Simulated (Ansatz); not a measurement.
Relaxation of HS2Si (4 atoms, charge 0, multiplicity 2), to a largest force component of 0.02 eV/Å in at most 50 steps.

Computed with Ansatz 0.2.0, UKS BHLYP-D4/def2-SVP.

```xyz
4
Properties=species:S:1:pos:R:3
S -1.597 -0.481 1.024
Si 0.140 -0.004 0.079
S 0.080 0.387 -1.917
H 1.377 0.097 0.814
```

Question: Where does it end, and by what steps?

Answer: It converged. The force dipped under the threshold on the way, but the program's further checks kept it going. After 20 steps the energy has fallen by 0.104 eV; Si2 moved furthest, 0.10 Å.

```
step  energy less start (eV)  largest force component (eV/Å)  accepted
   0                  0.0000                           1.210       yes
   1                 -0.0736                           0.378       yes
   2                 -0.0795                           0.023       yes
   3                 -0.0796                           0.003       yes
   4                 -0.0796                           0.001       yes
   5                 -0.0796                           0.002       yes
   6                 -0.0796                           0.002       yes
   7                 -0.0796                           0.004       yes
   8                 -0.0796                           0.008       yes
   9                 -0.0796                           0.019       yes
  10                 -0.0798                           0.037       yes
  11                 -0.0804                           0.061       yes
  12                 -0.0826                           0.100       yes
  13                 -0.0860                           0.201       yes
  14                 -0.0912                           0.323       yes
  15                 -0.0243                           1.375        no
  16                  0.0465                           2.235        no
  17                 -0.1013                           0.125       yes
  18                 -0.0987                           0.443        no
  19                 -0.1040                           0.015       yes
  20                 -0.1042                           0.015       yes
```

```xyz
4
Properties=species:S:1:pos:R:3
S -1.548 -0.483 1.064
Si 0.151 0.032 -0.017
S 0.074 0.382 -1.925
H 1.323 0.069 0.878
```

Time of the run: 59 s on 1 thread of Arm Neoverse V2 (shared host), peak memory 0.15 GiB.
